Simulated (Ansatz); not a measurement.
# CH₄AlB (SMILES C=[B][AlH2]): functionals against CCSD(T) at one geometry

An exercise on one series of results from a longer session: the logs are not shown, and one member is left open.

Method: single points in def2-TZVPP; program: Ansatz 0.2.0, Gaussian basis.

Correlated methods freeze the cores.

## The system as given

SMILES `C=[B][AlH2]`, 7 atoms, charge 0, spin multiplicity 1.

Atoms are counted from 1 here; the program's logs count them from 0.

Bond lengths: C1–B2 1.409 Å, C1–H4 1.082 Å, C1–H5 1.064 Å, B2–Al3 2.067 Å, Al3–H6 1.526 Å, Al3–H7 1.587 Å. Angles: B2–C1–H4 123.5°, B2–C1–H5 125.1°, H4–C1–H5 111.4°, C1–B2–Al3 178.6°, B2–Al3–H6 124.6°, B2–Al3–H7 125.2°, H6–Al3–H7 110.1°.

As a file:

```xyz
7

C    -0.2421    0.9530   -1.4786
B    -0.0356    0.2000   -0.3062
Al    0.2194   -0.9239    1.4102
H    -0.9525    1.7655   -1.5489
H     0.2982    0.8307   -2.3874
H    -0.4934   -0.6598    2.7338
H     1.2274   -2.1392    1.5670
```

The first run:

Contents of run/in.yaml:

```yaml
crystal:
  periodic: [false, false, false]
  atoms:
    - {symbol: C, position_ang: [-0.242100, 0.953000, -1.478600]}
    - {symbol: B, position_ang: [-0.035600, 0.200000, -0.306200]}
    - {symbol: Al, position_ang: [0.219400, -0.923900, 1.410200]}
    - {symbol: H, position_ang: [-0.952500, 1.765500, -1.548900]}
    - {symbol: H, position_ang: [0.298200, 0.830700, -2.387400]}
    - {symbol: H, position_ang: [-0.493400, -0.659800, 2.733800]}
    - {symbol: H, position_ang: [1.227400, -2.139200, 1.567000]}
basis:
  gaussian: {orbitals: def2-TZVPP}
correlation: {method: ccsd_t}
output: {forces: true}
```

The command line of these runs was not kept.

Steps of the session up to this table: CCSD(T)/def2-TZVPP; PBE0-D4/def2-TZVPP; wB97M-V/def2-TZVPP; r2SCAN-D4/def2-TZVPP; PBE-D4/def2-TZVPP; LC-wPBE/def2-TZVPP; r2SCAN0-D4/def2-TZVPP.

One table of the session follows, with a row left open; its other results are not shown here.

```
    method  RMS force component (eV/Å)  angle to CCSD(T) forces (°)  dipole (D)
   CCSD(T)                       0.395                    reference        0.48
   PBE0-D4                           ?                            ?           ?
   wB97M-V                       0.533                         26.7        0.34
 r2SCAN-D4                       0.481                         19.4        0.62
    PBE-D4                       0.504                         19.2        0.63
   LC-wPBE                       0.619                         30.9        0.28
r2SCAN0-D4                       0.510                         25.8        0.49
```

Q: Estimate the row for PBE0-D4 from the others.

The run gave: RMS force component (eV/Å): 0.511; angle to CCSD(T) forces (°): 21.4; dipole (D): 0.50. In the column «RMS force component (eV/Å)» it lies between r2SCAN0-D4 (0.510) and wB97M-V (0.533).
